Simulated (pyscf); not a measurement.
Thermochemistry of product channels of HO–Si(F)(F)–F + hydroxyl (OH•) on the doublet surface, in kJ/mol, from ωB97M-D3(BJ)/def2-TZVP energies (ideal gas, 1 atm, RRHO with modes under 100 cm⁻¹ raised to 100, one conformer, R ln 2 for chiral ones without a mode under 150 cm⁻¹). Structures and frequencies: ωB97X-D3(BJ)/def2-SVP in PySCF.

```csv
products,ΔE,ΔH(298 K),ΔG(900 K),ΔG(1200 K)
•O–Si(OH)(F)–F + hydrogen fluoride (HF),[?],+59.7,+53.3,+51.0
•O–Si(F)(F)–F + water (H₂O),[?],+35.9,+29.4,+28.9
```

Problem. What belongs in the gaps?

Solution. 
- •O–Si(OH)(F)–F + hydrogen fluoride (HF), ΔE: +58.1
- •O–Si(F)(F)–F + water (H₂O), ΔE: +32.2

These are energies of the channels, which say nothing of barriers. Left out: orbital degeneracy and the spin-orbit lowering of OH.
